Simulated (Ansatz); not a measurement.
Relaxation of C₃H₄N (8 atoms, charge -1, multiplicity 1), to a largest force component of 0.015 eV/Å in at most 40 steps.

The calculation used RKS PBE-D4/def2-SVP in Ansatz.

```xyz
8
Properties=species:S:1:pos:R:3:forces:R:3
C -0.520 1.751 -0.202 0.29 0.99 -0.13
C -0.255 0.454 -0.005 -0.43 1.12 -0.22
C -0.384 -0.795 0.137 0.08 -3.44 0.51
N 0.563 -1.826 0.462 -0.37 0.43 -0.61
H -0.526 2.204 -1.197 0.17 0.34 -0.51
H -0.784 2.429 0.614 -0.23 0.40 0.44
H 0.130 -2.685 0.824 -0.14 0.24 0.08
H 1.210 -1.484 1.173 0.61 -0.08 0.44
```

Problem. Where does it end, and by what steps?

Solution. The forces met the threshold. Limits of this set-up: an anion without diffuse functions, the dipole of an ion depends on the origin. After 10 steps the energy has fallen by 0.236 eV; H5 moved furthest, 0.25 Å.

| step | energy less start (eV) | largest force component (eV/Å) | accepted |
| --- | --- | --- | --- |
| 0 | 0.0000 | 3.441 | yes |
| 1 | -0.1569 | 0.948 | yes |
| 2 | -0.1682 | 0.518 | yes |
| 3 | -0.2194 | 0.485 | yes |
| 4 | -0.1731 | 0.938 | no |
| 5 | -0.2334 | 0.227 | yes |
| 6 | -0.2280 | 0.243 | no |
| 7 | -0.2358 | 0.070 | yes |
| 8 | -0.2312 | 0.185 | no |
| 9 | -0.2360 | 0.016 | yes |
| 10 | -0.2360 | 0.008 | yes |

```xyz
8
Properties=species:S:1:pos:R:3
C -0.511 1.727 -0.183
C -0.450 0.382 -0.020
C -0.523 -0.912 0.107
N 0.533 -1.794 0.450
H -0.284 2.233 -1.148
H -0.825 2.421 0.629
H 0.197 -2.629 0.941
H 1.296 -1.382 1.030
```

Whether the end is a true minimum wasn't checked by a vibrational analysis.

Run time: 20 s on 1 thread of Intel(R) Xeon(R) Platinum 8259CL CPU @ 2.50GHz (Skylake/Cascade Lake), with other jobs on the host, peak memory 0.16 GiB.
